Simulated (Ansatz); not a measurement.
in.yaml

```yaml
crystal:
  periodic: [false, false, false]
  atoms:
    - {symbol: Sb, position_ang: [0.000000, 0.000000, 0.000000]}
    - {symbol: H, position_ang: [0.000000, 0.000000, -2.110900]}
    - {symbol: H, position_ang: [0.000000, 0.000000, 2.110900]}
basis:
  gaussian: {orbitals: def2-mTZVP}
total_charge: -1
magnetization: {spin_polarized: false}
correlation: {method: mp2, electrons: valence}
```

```sh
$ ansatz run in.yaml --threads 1 --pin off --events-out ev --progress --plain --max-ram 2393MiB
```

The program prints:

```
486 factors; integrals over basis functions are off by at most 2.0e-4 eV
mean field evaluation 1: about -6536.9097 eV, gradient 1.4e1 eV
mean field evaluation 2: about -6536.9086 eV, gradient 1.4e1 eV
mean field evaluation 4: about -6537.7325 eV, gradient 9.7e-1 eV
mean field evaluation 8: about -6537.7380 eV, gradient 2.7e-5 eV
mean field evaluation 16: about -6537.7164 eV, gradient 1.4e0 eV
mean field evaluation 32: about -6537.7380 eV, gradient 2.2e-2 eV
mean field evaluation 64: about -6537.7379 eV, gradient 5.6e-2 eV
mean field -6537.73880921 eV, -240.2574697998 hartree, gradient 7.8e-6 eV, S^2 0.000000; 6 other end points of the search recorded, 0 dependent functions left out; unrestricted orbitals would lower it
unrestricted determinant -6539.00849382 eV, -240.3041298486 hartree, S^2 1.0364
4 core orbitals not correlated: weight in the atoms' cores, before any rotation towards them, 1.000 or more for the frozen orbitals, at most 0.000 for the correlated occupied ones
reference -6537.73880921 eV, -240.2574697998 hartree; 9, 9 occupied and 29, 29 virtual orbitals, 486 factors
second order -4.05120321 eV of doubles, -0.00000000 eV of singles
Total energy: -6541.79001241 eV, -240.4063487717 hartree
```

Ran on 1 thread of Arm Neoverse V1, shared host: 0.78 s wall, 0.08 GiB peak host memory.
